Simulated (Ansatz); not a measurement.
triplet N2O4 in separate pieces: levels of theory in one basis

```json
{"atom": "N", "x (Å)": "0.0000", "y (Å)": "0.0000", "z (Å)": "0.3323"}
{"atom": "O", "x (Å)": "0.0000", "y (Å)": "1.1181", "z (Å)": "-0.1454"}
{"atom": "O", "x (Å)": "0.0000", "y (Å)": "-1.1181", "z (Å)": "-0.1454"}
{"atom": "N", "x (Å)": "21.0000", "y (Å)": "17.0000", "z (Å)": "19.3323"}
{"atom": "O", "x (Å)": "21.0000", "y (Å)": "18.1181", "z (Å)": "18.8546"}
{"atom": "O", "x (Å)": "21.0000", "y (Å)": "15.8819", "z (Å)": "18.8546"}
```

Basis set: cc-pVTZ (spherical functions). Left uncorrelated: 6 orbitals. Correlation on ROHF uses semicanonical orbitals with singles. Charge 0, multiplicity 3.

Computed with Ansatz (development build ahead of 0.2.0); each method stands on the lowest determinant of its kind that the runs found.

| method | E − E(ROHF) (eV) | <S²> of the determinant |
| --- | --- | --- |
| ROHF | 0.00 | 2.00 |
| UHF | -0.57 | 2.40 |
| UHF-MP2 | -36.31 | 2.40 |

What does ROHF-MP2 give on the same scale?

-37.71 eV.

Is a single determinant a sound starting point here?

It is doubtful. Unrestricted orbitals lower Hartree–Fock by 0.57 eV and <S²> is 2.40 where a pure state has 2.00, a sign of strong static correlation.

Caution for UHF, UHF-MP2: the unrestricted determinant is spin contaminated.
